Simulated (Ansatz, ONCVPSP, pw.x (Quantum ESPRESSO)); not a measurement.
## Equation-of-state test of one ONCV potential (technetium (Tc))

Tc (Z = 43), optimised norm-conserving Vanderbilt (ONCV), made with ONCVPSP 4.0.1 (PBEsol, scalar-relativistic). Core [Kr], reference 4d5 5s2. Waves: 5s: rc 2.75 bohr, ncon 4, nbas 8, qcut 2.1 1/bohr, 2 projectors, debl 2.6 Ha; p scattering state at 0.14 Ha: rc 2.45 bohr, ncon 3, nbas 6, qcut 3.6 1/bohr, 2 projectors, debl 3.3 Ha; 4d: rc 2.05 bohr, ncon 3, nbas 8, qcut 7.4 1/bohr, 2 projectors, debl 1.4 Ha. Local part: polynomial inside 1.60 bohr (lpopt 4, dvloc0 -1 Ha). Core correction: Teter function, fcfact 3, rcfact 1.15.

In the p channel the program set the typed energies aside and used 0.050, 3.350 Ha.

Crystal test: fcc Tc in pw.x 7.5, no spin, 15³ k-points, Fermi–Dirac smearing 0.01 Ry, cutoffs 50/200 Ry. The reference is all-electron LAPW (Ansatz 0.2.0) with the same functional, mesh and smearing; V0 and B0 come from Birch–Murnaghan fits to the pressures at five volumes. Errors are pseudo minus all-electron; Δ is the rms difference of the E(V) curves that follow from these fits, minima aligned, over ±6 % about the mean V0. Mesh and smearing are coarse, so the numbers serve the comparison and aren't converged zero-temperature values; the lattice is a test structure that the element need not adopt.

```
V (Å³/atom)  P all-electron (GPa)  P pseudo (GPa)
     13.392                 18.14           13.05
     13.745                  8.27            3.99
     14.097                 -0.35           -3.94
     14.449                 -7.86          -10.88
     14.802                -14.40          -16.94
```

All-electron: a0 = 3.833 Å (V0 = 14.08 Å³/atom), B0 = 322.9 GPa.

Pseudopotential: mean pressure error (GPa): -3.71; a0 (Å): 3.818; a0 error (%): -0.39; B0 error (%): -3.0; Δ (meV/atom): 11.8. The largest radius (2.75 bohr) exceeds half the bond length (2.56 bohr), so the spheres overlap, which is one possible source of error among others. The generator flags a localised state at positive energy (s at 23 eV).

Q: At the middle volume, how do free energy and pressure move when the wave cutoff is lowered (ecutrho kept at four times it)?

A:

```
cutoff (Ry)  shift of F (meV/atom)  shift of P (GPa)
         22                +4743.3           -164.14
         30                 +705.1            -41.62
         40                  +40.9             -4.19
```

The 8 pw.x runs together took about 50 s on one core of a shared server CPU.
